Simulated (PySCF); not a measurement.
Geometry:
```csv
atom,x (Å),y (Å),z (Å)
C1,-0.679,-2.321,1.747
O2,0.163,-1.388,1.150
C3,-0.509,-0.474,0.340
C4,0.509,0.474,-0.250
O5,-0.163,1.387,-1.060
C6,0.679,2.321,-1.657
H7,-1.221,-2.932,0.997
H8,-0.061,-2.992,2.361
H9,-1.434,-1.842,2.401
H10,-1.260,0.107,0.914
H11,-1.056,-0.982,-0.482
H12,1.056,0.982,0.572
H13,1.260,-0.107,-0.825
H14,0.061,2.992,-2.271
H15,1.434,1.842,-2.311
H16,1.221,2.932,-0.907
```

[PySCF 2.14: shieldings: GIAO mPW1PW91/pcSseg-2; geometry: PBE0-D3(BJ)/def2-SVP; fast rotation and ring inversion assumed for equivalent nuclei; no solvent model; relativity neglected; a single conformation]

Referencing at the same level of theory: TMS for 13C (σ = 183.53 ppm), 1H (σ = 31.29 ppm); 17O (σ = 327.10 ppm) against H2O.

```csv
atoms,nucleus,count,δ (ppm)
C3/C4,13C,2,?
C1/C6,13C,2,?
H10/H11/H12/H13,1H,4,3.32
O2/O5,17O,2,9.0
H7/H8/H9/H14/H15/H16,1H,6,3.31
```

Q: Complete the table.

A: 
- C3/C4: 75.5 ppm, sp3 CH2 bonded to O; the inductive effect lowers its shielding
- C1/C6: 61.2 ppm, methyl carbon bonded to O; deshielded by the electronegative neighbour

Shifts are as computed. Against solution values, carbons near 30 ppm lie about +3 ppm off and those near 130 ppm about +9 ppm. Of 1211 compounds with measured shifts, 218 miss one by over three times the rms of a fit or turn the order of signals round; such compounds aren't used in these exercises. Experimental scales use liquid or dissolved standards, which lie at an offset from isolated H2O (liquid H2O: subtract about 36 ppm).
